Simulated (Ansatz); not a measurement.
Abridged output of a molecular run in Ansatz:

```
Functional definition: HF
621 factors; integrals over basis functions are off by at most 1.2e-3 eV
mean field evaluation 1: about -21884.2882 eV, gradient 2.0e1 eV
mean field evaluation 2: about -21884.2893 eV, gradient 2.1e1 eV
mean field evaluation 4: about -21887.7464 eV, gradient 2.9e0 eV
mean field evaluation 8: about -21887.9213 eV, gradient 1.8e-1 eV
mean field -21887.92198845 eV, -804.3662969093 hartree, gradient 2.0e-6 eV, S^2 0.757654; 3 other end points of the search recorded, 0 dependent functions left out
11 core orbitals not correlated: weight in the atoms' cores, before any rotation towards them, 1.000 or more for the frozen orbitals, at most 0.000 for the correlated occupied ones
reference -21887.92198845 eV, -804.3662969093 hartree; 10, 9 occupied and 44, 45 virtual orbitals, 621 factors
second order -9.81361810 eV of doubles, -0.00000000 eV of singles
cycle   1  -10.65133636 eV  change   -8.4e-1 eV  update   6.9e-2
cycle   2  -10.93997534 eV  change   -2.9e-1 eV  update   2.2e-2
cycle   3  -10.98601099 eV  change   -4.6e-2 eV  update   1.1e-2
cycle   4  -10.98573868 eV  change    2.7e-4 eV  update   4.8e-3
cycle   5  -10.98606701 eV  change   -3.3e-4 eV  update   2.2e-3
cycle   6  -10.98673423 eV  change   -6.7e-4 eV  update   8.1e-4
cycle   7  -10.98688612 eV  change   -1.5e-4 eV  update   3.5e-4
cycle   8  -10.98691199 eV  change   -2.6e-5 eV  update   1.4e-4
cycle   9  -10.98688015 eV  change    3.2e-5 eV  update   6.3e-5
cycle  10  -10.98686906 eV  change    1.1e-5 eV  update   2.2e-5
perturbative correction -0.23915280 eV, -0.0087887033 hartree
Total energy: -21899.14801031 eV, -804.7788456032 hartree
Checks for a lower state left out: cluster_reference
```

Its atoms:

Z-matrix (Å, degrees):
```
Si
Cl 1 2.043
N 1 1.739 2 109.2
H 1 1.485 2 108.0 3 119.8
H 1 1.485 2 108.0 3 -119.8
H 3 1.023 1 112.4 2 180.0
```

Task: Which basis set was used?
A. def2-SVP
B. def2-TZVPP
C. def2-TZVPPD
D. def2-QZVPP

Result: A. It gives 65 functions.

Task: Write the keys of the input that set method, charge and spin (a neutral closed shell needs none for the last two).

Result: 
```yaml
magnetization: {spin_polarized: true, initial_magnetization: 1}
correlation: {method: ccsd_t}
scf: {omitted_lower_state_checks: [cluster_reference]}
```
